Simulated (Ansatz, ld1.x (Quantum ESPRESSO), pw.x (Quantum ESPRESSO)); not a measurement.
**technetium (Tc): does the PAW potential hold in the solid?**

technetium (Tc), PAW, made with ld1.x (Quantum ESPRESSO) 7.5 (PBEsol, scalar-relativistic). Core [Ar] 3d10, reference 4s2 4p6 4d5 5s2 5p0. Waves: 4s (bound): rcut 1.35, rcutus 1.60 bohr; 5s (bound): rcut 1.35, rcutus 1.60 bohr; 4p (bound): rcut 1.65, rcutus 1.80 bohr; 5p (bound, empty): rcut 1.65, rcutus 1.80 bohr; 4d (bound): rcut 1.80, rcutus 2.40 bohr; 4d channel at 0.6 Ry: rcut 1.80, rcutus 2.40 bohr. Local part: all-electron potential smoothed inside 2.15 bohr (lloc = -1). Core correction: a·sin(br)/r model core inside 0.95 bohr. Augmentation charge: PSQ, radius 1.55 bohr.

Atomic tests: cutoffs needed: 30 Ry and 45 Ry (the cutoffs (Ry, on a coarse ladder) from which the occupation-weighted sum of valence levels, in a spherical-Bessel basis at the reference potential, stays within 10 and 1 mRy of its value at 400 Ry); ghost test: no extra level below or beside the all-electron valence levels (s, p, d, f tested) (spherical-Bessel basis up to 400 Ry, 20 bohr box); largest excitation error: -54 meV (all-electron minus pseudo) for 4s1 4p6 4d5 5s2 5p0, out of 7 test configurations.

Crystal test: bcc Tc in pw.x 7.5, no spin, 15³ k-points, Fermi–Dirac smearing 0.01 Ry, cutoffs 55/440 Ry. The reference is all-electron LAPW (Ansatz 0.2.0) with the same functional, mesh and smearing; V0 and B0 come from Birch–Murnaghan fits to the pressures at five volumes. Errors are pseudo minus all-electron; Δ is the rms difference of the E(V) curves that follow from these fits, minima aligned, over ±6 % about the mean V0. Mesh and smearing are coarse, so the numbers serve the comparison and aren't converged zero-temperature values; the lattice is a test structure that the element need not adopt.

All-electron: a0 = 3.051 Å (V0 = 14.20 Å³/atom), B0 = 316.6 GPa.

**Question.** How far does the potential miss the all-electron equation of state?

**Answer.** mean pressure error (GPa): -8.13; a0 (Å): 3.024; a0 error (%): -0.89; B0 error (%): -0.4; Δ (meV/atom): 26.3. This is a poor potential for the solid.

```tsv
V (Å³/atom)	P all-electron (GPa)	P pseudo (GPa)
13.494	18.26	8.14
13.849	8.52	-0.46
14.204	0.02	-7.97
14.559	-7.38	-14.52
14.914	-13.82	-20.22
```

**Question.** At the middle volume, how do free energy and pressure move when the wave cutoff is lowered (ecutrho held at 440 Ry)?

**Answer.**

```
cutoff (Ry)  shift of F (meV/atom)  shift of P (GPa)
         25                 +912.2             -7.17
         33                 +257.2             -2.24
         44                  +38.4             +0.54
```

The run at the middle volume (120 k-points, 24 iterations) took about 60 s on one core of a shared host (Neoverse-V1, 32 threads, 247 GiB, load 9).
